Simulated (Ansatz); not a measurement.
Input for Ansatz (development build ahead of 0.2.0):

```yaml
crystal:
  periodic: [false, false, false]
  atoms:
    - { symbol: "N", position_ang: [0.0, 0.0, 0.0] }
    - { symbol: H, position_ang: [0.938, 0.381, 0.0] }
    - { symbol: H, position_ang: [-0.469, 0.381, 0.812] }
    - { symbol: H, position_ang: [-0.469, 0.381, -0.812] }
    - { symbol: H, position_ang: [0.0, 0.371, 4.0] }
    - { symbol: H, position_ang: [0.0, -0.371, 4.0] }
basis:
  gaussian: { orbitals: cc-pVDZ }
total_charge: 1
magnetization:
  spin_polarized: true
  initial_magnetization: 1
hamiltonian:
  xc: hf
correlation:
  method: ccsd_t
  frozen_orbitals: { H: 0, "N": 1 }
```

The input is written out in the form of the current development build from the run's settings.

Output:

```
Converged                       : yes
Reference energy                : -56.98717 hartree
CCSD correlation energy         : -0.19739 hartree
Triples correction              : -0.00254 hartree
Total energy                    : -57.18709 hartree
Spin squared of the determinant : 0.757
```
